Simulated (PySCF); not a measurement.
ammonia cation (H3N), SMILES N (connectivity only; charge and spin as stated), charge +1, multiplicity 2.

Geometry optimised at TPSSh-D3(BJ)/def2-TZVPD. The multiplicity is an assumed one; other spin states were not compared.

Level of theory: PySCF with TDA-CAM-B3LYP/def2-TZVPD.

Vertical excitations; the highest root listed may be one member of a degenerate set. Gas-phase values at a fixed geometry.

Computed lowest excited states:
| state | energy (eV) | λ (nm) | f | main pairs |
|---|---|---|---|---|
| root 1 | 6.87 | 180 | 0.000 | β HOMO→LUMO (degenerate set) |
| root 2 | 6.87 | 180 | 0.000 | β HOMO−1→LUMO (degenerate set) |
| root 3 | 11.02 | 112 | 0.015 | α HOMO→LUMO 95 % |
| root 4 | 13.22 | 94 | 0.000 | α HOMO→LUMO+2 (degenerate set) |
| root 5 | 13.22 | 94 | 0.000 | α HOMO→LUMO+1 (degenerate set) |
| root 6 | 14.62 | 85 | 0.001 | α HOMO−2→LUMO, β HOMO−1→LUMO+1 (degenerate set) |
| root 7 | 14.62 | 85 | 0.001 | α HOMO−1→LUMO, β HOMO→LUMO+1 (degenerate set) |
| root 8 | 15.33 | 81 | 0.000 | α HOMO→LUMO+3 (degenerate set) |
| root 9 | 15.33 | 81 | 0.000 | α HOMO→LUMO+4 (degenerate set) |
| root 10 | 15.46 | 80 | 0.000 | α HOMO→LUMO+5 85 %, β HOMO−1→LUMO+2 6 %, β HOMO→LUMO+3 6 % |
Unrestricted roots are not spin-pure.
